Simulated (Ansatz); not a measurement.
**How far each method lies from UCCSDT(Q) for HB–N–C, quartet**

Geometry: displaced at random from a stationary point.

| atom | x (Å) | y (Å) | z (Å) |
| --- | --- | --- | --- |
| B | 0.0023 | -0.0018 | 0.6818 |
| N | 0.0015 | -0.0180 | -0.6066 |
| C | 0.0495 | 0.0413 | -1.9023 |
| H | -0.0533 | -0.0215 | 1.8272 |

Basis cc-pVDZ; Ansatz 0.2.0. Correlated methods freeze the noble-gas cores, which leaves 13 electrons in 44 orbitals. R marks a restricted (for open shells ROHF) determinant, U an unrestricted one.

Full CI isn't at hand for all of this; UCCSDT(Q) serves as the reference, and is uncertain by about the last step of the cluster series. The frozen core follows each run's orbitals, which can shift R against U totals by a few meV.

Unrestricted rows (U) aren't spin-pure: their determinants' ⟨S²⟩ exceeds S(S+1) by up to 0.17, so they mix in states of higher spin. For open shells CISD is restricted-active-space CI with the open shells as a complete middle space.

```
UHF ⟨S²⟩                          : 3.922
T1 diagnostic (RCCSD)             : 0.0473
largest doubles amplitude (RCCSD) : 0.046
T1 diagnostic (UCCSD)             : 0.0308
```

```csv
level,E − E(RHF) (eV)
UHF,-0.4618
RMP2,-8.2647
UMP2,-8.1492
RCCSD,-8.9334
UCCSD,-8.9505
RCCSD(T),-9.2911
UCCSD(T),-9.2796
```

**Question.** Estimate how far UCCSDT(Q) in cc-pVDZ lies from RCCSD(T). The table doesn't fix it; the size of (T) and the diagnostics are the guide.

**Answer.** UCCSDT(Q) in cc-pVDZ lies 1.43 kcal/mol below RCCSD(T), which is 17 % of the (T) step (-8.25 kcal/mol). T1 is raised, but (T) still catches most of what CCSD lacks. The miss exceeds 1 kcal/mol.

The other levels:

```json
{"level": "CISD", "E − E(UCCSDT(Q)) (kcal/mol)": "28.71", "share of correlation (%)": "86.69", "wall time": "28 s"}
{"level": "BCCD(T)", "E − E(UCCSDT(Q)) (kcal/mol)": "1.54", "share of correlation (%)": "99.28", "wall time": "8 s"}
{"level": "RCCSDT", "E − E(UCCSDT(Q)) (kcal/mol)": "0.80", "share of correlation (%)": "99.63", "wall time": "–"}
{"level": "UCCSDT", "E − E(UCCSDT(Q)) (kcal/mol)": "0.78", "share of correlation (%)": "99.64", "wall time": "–"}
{"level": "RCCSDT(Q)", "E − E(UCCSDT(Q)) (kcal/mol)": "0.10", "share of correlation (%)": "99.95", "wall time": "4.6 min"}
```

The correlation energy at UCCSDT(Q), counted from RHF, is -9.353 eV. That run took 3.6 min on 1 thread of AMD EPYC, shared host.

Times hold each run's SCF and search for its determinant on a shared host, so for small cases they say little of a method's own cost; they ran on 1 thread of AMD EPYC.
